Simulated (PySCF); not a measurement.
# Basis-set dependence of population analyses: oxonium

Oxonium, H3O (charge +1).
Cartesian coordinates in Å at the PBE0-D3(BJ)/def2-SVP level; atoms count from 1:
```xyz
4
H3O angstrom
O      0.007   -0.003    0.193
H     -0.581   -0.735   -0.092
H     -0.343    0.880   -0.053
H      0.937   -0.133   -0.094
```

PBE0 throughout (PySCF), one geometry, spherical d and f functions. Geometry: PBE0-D3(BJ)/def2-SVP; no solvent, vibrations or thermal averaging. Atoms taken as equivalent share a column and are averaged.

Mulliken charges (e):

```json
{"basis": "STO-3G", "functions": "8", "O1": "-0.246", "H2/H3/H4": "+0.415"}
{"basis": "6-31G", "functions": "15", "O1": "-0.627", "H2/H3/H4": "+0.542"}
{"basis": "pcSseg-0", "functions": "15", "O1": "-0.581", "H2/H3/H4": "+0.527"}
{"basis": "6-31G*", "functions": "20", "O1": "-0.706", "H2/H3/H4": "+0.569"}
{"basis": "def2-SVP", "functions": "29", "O1": "+0.081", "H2/H3/H4": "+0.306"}
{"basis": "cc-pVDZ", "functions": "29", "O1": "+0.155", "H2/H3/H4": "+0.282"}
{"basis": "pcSseg-1", "functions": "32", "O1": "-0.091", "H2/H3/H4": "+0.364"}
{"basis": "6-311+G(2d,p)", "functions": "45", "O1": "-0.203", "H2/H3/H4": "+0.401"}
{"basis": "def2-TZVP", "functions": "49", "O1": "-0.390", "H2/H3/H4": "+0.463"}
{"basis": "aug-cc-pVDZ", "functions": "50", "O1": "+0.040", "H2/H3/H4": "+0.320"}
{"basis": "IGLO-III", "functions": "65", "O1": "-0.299", "H2/H3/H4": "+0.433"}
{"basis": "cc-pVTZ", "functions": "72", "O1": "+0.016", "H2/H3/H4": "+0.328"}
{"basis": "pcSseg-3", "functions": "171", "O1": "-0.360", "H2/H3/H4": "+0.453"}
```

IAO charges (e):

| basis | functions | O1 | H2/H3/H4 |
| --- | --- | --- | --- |
| STO-3G | 8 | -0.266 | +0.422 |
| 6-31G | 15 | -0.423 | +0.474 |
| pcSseg-0 | 15 | -0.391 | +0.464 |
| 6-31G* | 20 | -0.418 | +0.473 |
| def2-SVP | 29 | -0.408 | +0.469 |
| cc-pVDZ | 29 | -0.419 | +0.473 |
| pcSseg-1 | 32 | -0.413 | +0.471 |
| 6-311+G(2d,p) | 45 | -0.442 | +0.480 |
| def2-TZVP | 49 | -0.440 | +0.480 |
| aug-cc-pVDZ | 50 | -0.440 | +0.480 |
| IGLO-III | 65 | -0.444 | +0.481 |
| cc-pVTZ | 72 | -0.442 | +0.481 |
| pcSseg-3 | 171 | -0.445 | +0.482 |

Task: Which scheme is steadiest as the basis changes?

Result: Largest range over the bases for any column: IAO 0.18 e, Mulliken 0.86 e. IAO charges move least and Mulliken charges most, counted in e. Without the minimal STO-3G basis the ranges are IAO 0.05, Mulliken 0.86 e.

Task: How much do the charges still move between the two largest bases, cc-pVTZ and pcSseg-3?

Result: At most, over all atoms: Mulliken 0.377 e, IAO 0.002 e.

Task: What do the same runs give for the total energy and the frontier levels?

Result: 
```tsv
basis	energy (Eh)	HOMO (eV)	LUMO (eV)
STO-3G	-75.6161	-18.77	-3.15
6-31G	-76.5886	-20.35	-6.86
pcSseg-0	-76.4182	-20.49	-6.89
6-31G*	-76.6045	-20.58	-6.68
def2-SVP	-76.5624	-20.57	-6.75
cc-pVDZ	-76.6243	-20.52	-6.81
pcSseg-1	-76.6077	-20.72	-7.01
6-311+G(2d,p)	-76.6482	-20.69	-7.06
def2-TZVP	-76.6546	-20.67	-7.10
aug-cc-pVDZ	-76.6328	-20.68	-7.23
IGLO-III	-76.6593	-20.66	-7.17
cc-pVTZ	-76.6545	-20.66	-7.04
pcSseg-3	-76.6631	-20.70	-7.22
```
